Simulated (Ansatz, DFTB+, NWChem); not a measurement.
**Strength of the C–N bond: CH3NO → CH3 + NO**

Gas-phase species: CH3NO (Nitrosomethane) `CN=O`, singlet; CH3 (methyl radical) `[CH3]`, doublet; NO (nitric oxide), doublet. 

Shapes, held fixed at every level: PBE0-D4/def2-TZVP. Programs: Ansatz 0.2.0, DFTB+ 25.1, NWChem 7.3.0. A level may come from different programs for different species; with the same settings they agree closely. The zero-point and thermal change to 298 K, harmonic and unscaled (PBE0-D4/def2-TZVP), is -16.7 kJ/mol.

```
                             level            kind  ΔH(298 K) (kJ/mol)
                             DFTB2  semi-empirical              +233.5
                         HF/STO-3G    Hartree–Fock               +98.0
                          HF/3-21G    Hartree–Fock               +38.5
                       HF/def2-SVP    Hartree–Fock               +38.3
B3LYP/6-31G* (Cartesian functions)   global hybrid              +161.6
                     PBE0/def2-SVP   global hybrid              +166.7
```

PBE0/def2-SVP gives ΔH(298 K) = +166.7 kJ/mol; the levels span +38.3 to +233.5. DFTB2 strays far from the other rows. The median of the levels is +129.8. Hartree–Fock misses the correlation of the pair that is broken and comes out low. No measured value is set beside it here. Spin contamination: NO (⟨S²⟩ up to 0.91). Open shells run unrestricted. PBE0/def2-SVP lies outside the range of the other correlated levels here, so it shouldn't be taken on trust. Rows in sets without polarisation functions are far from converged.
